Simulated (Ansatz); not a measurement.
Relaxed structures of CH$_{5}$OSi (charge +1), closed shell (PBE0-D4/def2-TZVP; forces vanish, vibrations not checked; lower isomers may exist, and structures with a doubtful reference or unclear bonds are left out; Å). Program: Ansatz 0.2.0. Basis: def2-TZVPP. Cores are frozen in the correlated methods.

(1) Rank them by CCSD(T) energy, lowest first, and give each one's height above the lowest. Links in brackets join atoms within 1.22 times the sum of their covalent radii (1.1 for two metals). (To be estimated.)
A.
CH₅OSi ([OH][CH2][SiH2]), total charge +1
```
8
angstrom
O -0.3811 0.6196 -0.9428
C 0.4263 0.4943 0.1753
Si 0.5204 -1.2696 0.6816
H -0.4380 1.5416 -1.2190
H 1.4768 0.8250 0.0385
H 0.0794 1.0476 1.0725
H 1.3339 -1.6254 1.8591
H -0.1896 -2.3331 -0.0514
```
B.
CH₅OSi ([OH2][CH][SiH2]), total charge +1
```
8
angstrom
O -0.7472 1.0272 -0.7082
C 0.1797 0.5313 0.3253
Si 0.6030 -1.1206 0.5121
H -0.4438 0.9858 -1.6296
H -1.6849 0.7960 -0.6070
H 0.5173 1.3785 0.9049
H 1.5418 -1.4586 1.5893
H 0.0343 -2.1396 -0.3869
```
C.
CH₅OSi ([CH3][OH][SiH]), total charge +1
```
8
angstrom
O -0.1452 0.0738 0.7022
C -0.5358 0.1932 -0.7229
Si 1.3431 -0.5605 1.5268
H 0.3032 -0.2004 -1.2883
H -0.7005 1.2477 -0.9314
H -0.8441 0.4084 1.2862
H 1.9200 -0.8705 0.1620
H -1.4331 -0.4034 -0.8690
```

No T1 diagnostic of these runs exceeds 0.015. The restricted Hartree–Fock reference is unstable towards an unrestricted one at one or more of these structures.

Results:

(1) Computed: C (0.00 kcal/mol), A (18.37 kcal/mol), B (38.78 kcal/mol). Heights count from the lowest.

For scale, one of the runs: CCSD(T)/def2-TZVPP, 174 basis functions, launched by `ansatz run in.yaml --threads 2 --pin off --events-out ev --progress --plain --max-ram 4352MiB`. The run took 35 s on 2 CPU threads of an Intel Xeon Platinum 8259CL (shared host), with 1.5 GiB of host memory at its peak.
